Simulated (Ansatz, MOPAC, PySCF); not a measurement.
Barrier height from H2 + HS to the transition structure H3S, without zero-point energy, on the benchmark's geometries as Psi4's copy of the set gives them.
Transition structure (charge 0, multiplicity 2):
```xyz
4

H      1.26210    -0.22010     0.00000
S      0.00000     0.22315     0.00000
H     -0.50058    -1.11545     0.00000
H     -0.76152    -2.23491     0.00000
```
Reactant (charge 0, multiplicity 1):
```xyz
2

H      0.00000     0.00000     0.00000
H      0.74188     0.00000     0.00000
```

Open shells are unrestricted; no spin–orbit coupling.

Correlated levels freeze the cores. CBS(a, b) extrapolates the correlation energy as X⁻³ and adds the Hartree–Fock energy of set b. The state that AM1, PM7 reach isn't checked; PM7 holds dispersion and hydrogen-bond terms.

Codes used: Ansatz (a first-principles code); MOPAC for AM1, PM7 (differences of heats of formation); PySCF for M06-2X. Each number belongs to the level named beside it.

| level | barrier height (kcal/mol) |
|---|---|
| AM1 | 13.40 |
| PM7 | 35.82 |
| HF/aug-cc-pV(T+d)Z | 27.08 |
| PBE0/def2-TZVPPD | 12.24 |
| M06-2X/def2-TZVPPD | 18.09 |
| B2PLYP/def2-TZVPPD | 16.57 |
| MP2/aug-cc-pV(D+d)Z | 15.69 |
| MP2/CBS(aug-cc-pV(D+d)Z, aug-cc-pV(T+d)Z) | 15.96 |
| CCSDT(Q)/cc-pVDZ | (withheld) |

Question: Fill in the missing entries.

Answer: 
- CCSDT(Q)/cc-pVDZ, barrier height (kcal/mol): 19.88
